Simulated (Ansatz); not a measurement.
**AlCO (doublet): the correlation ladder, cc-pVDZ**

The task here is to estimate one member of a computed series from the others.

Program: Ansatz 0.2.0, Gaussian basis. Level of theory: cc-pVDZ, core rule «outside noble gas», up to 7 orbitals frozen. These are calculated values, not measurements.

The runs, in order: UHF; CCSD(T) on ROHF; CCSD(T) on UHF; BCCD(T) on ROHF; CISD; CCSDT(Q) on ROHF; CCSDT(Q) on UHF; CASSCF and MRCISD+Q, 11 electrons in 11 orbitals; CASSCF and NEVPT2, 11 electrons in 11 orbitals.

28 further runs of the same task are left out: 2 for a known fault of the program, 8 that didn't finish, 18 set aside as unsound or not needed.

## What is computed

The geometry is a PBE0/def2-TZVP stationary point (not a proven minimum) of the parent state, kept for this charge and spin.

3 atoms, charge 0, spin multiplicity 2.

Atoms are counted from 1 here; the program's logs count them from 0.

Bond lengths: Al1–C2 1.847 Å, C2–O3 1.158 Å. Angles: Al1–C2–O3 180.0°.

Geometry (Å):

| atom | x (Å) | y (Å) | z (Å) |
| --- | --- | --- | --- |
| Al1 | 0.0000 | 0.0000 | 1.6172 |
| C2 | 0.0000 | 0.0000 | -0.2294 |
| O3 | 0.0000 | 0.0000 | -1.3878 |

The first run:

in.yaml reads:

```yaml
crystal:
  periodic: [false, false, false]
  atoms:
    - {symbol: Al, position_ang: [0.000000, 0.000000, 1.617200]}
    - {symbol: C, position_ang: [0.000000, 0.000000, -0.229400]}
    - {symbol: O, position_ang: [0.000000, 0.000000, -1.387800]}
basis:
  gaussian: {orbitals: cc-pVDZ}
magnetization: {spin_polarized: true, initial_magnetization: 1}
hamiltonian: {xc: hf}
output: {orbitals: {seedname: orbitals}}
```

On the command line:

```bash
$ ansatz run in.yaml --threads 1 --pin off --events-out ev --progress --plain --max-ram 2393MiB
```

Steps of the session up to this table: UHF; CCSD(T) on ROHF; CCSD(T) on UHF; BCCD(T) on ROHF; CISD; CCSDT(Q) on ROHF; CCSDT(Q) on UHF; CASSCF and MRCISD+Q, 11 electrons in 11 orbitals; CASSCF and NEVPT2, 11 electrons in 11 orbitals.

One of the session's tables, all rows but one given; the rest of the session is left out.

```
          method  from UCCSDT(Q) (kJ/mol)
            ROHF                   +981.5
             UHF                   +969.6
            RMP2                    +91.5
            UMP2                    +95.0
            CISD                   +138.3
           RCCSD                    +42.6
           UCCSD                    +42.1
        RCCSD(T)                     +6.4
        UCCSD(T)                     +6.5
         BCCD(T)                     +6.2
          RCCSDT                     +3.9
          UCCSDT                     +3.8
       RCCSDT(Q)                        ?
       UCCSDT(Q)                        0
  CASSCF valence                   +565.0
  NEVPT2 valence                   +117.2
  MRCISD valence                    +48.2
MRCISD+Q valence                    +11.8
```

Estimate the missing values for RCCSDT(Q).

As computed: from UCCSDT(Q) (kJ/mol): +0.5. In the column «from UCCSDT(Q) (kJ/mol)» it lies between UCCSDT(Q) (0) and UCCSDT (+3.8).

Among the levels timed on like hardware and quicker than the yardstick, those that no quicker one beats, quickest first: UHF (0.93 s, +969.6 kJ/mol); BCCD(T) (3.2 s, +6.2 kJ/mol); RCCSDT(Q) (36 s, +0.5 kJ/mol).

Limits of these values: Of the multireference levels listed MRCISD+Q valence comes nearest in total energy (+11.8 kJ/mol), which doesn't show that its space is the better one. Restricted and unrestricted rows rest on different reference determinants; where their highest levels disagree by more than a few hundredths of an eV, they describe different states and don't form one ladder.
